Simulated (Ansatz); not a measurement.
Basis-set extrapolation for C2H4O2 (`C=C(O)O`) (PBE0-D4/def2-TZVP geometry, frozen core, the Gaussian-basis code of Ansatz). Multiplicity 1, RHF reference.

```
                      def2-TZVPP   def2-QZVPP
                 HF  -227.867040  -227.877672
    MP2 correlation    -0.798868    -0.859132
CCSD(T) correlation    -0.848947      not run
```

Energies in hartree. Use E(X) = E(∞) + A·exp(−7.88·√X) for Hartree–Fock and E(X) = E(∞) + B·X^(−2.97) for correlation, with X = 3 and 4, and add CCSD(T) minus MP2 of the smaller set to the MP2 limit.

What is the CCSD(T) energy at the basis-set limit?

HF limit: -227.877672 + (-0.010632) × 0.13774 = -227.87914. MP2 limit: -0.859132 + (-0.060264) × 0.74074 = -0.90377. Higher-order term: -0.848947 − (-0.798868) = -0.05008. Total: -228.83299 hartree, 3.18 eV below CCSD(T)/def2-TZVPP.
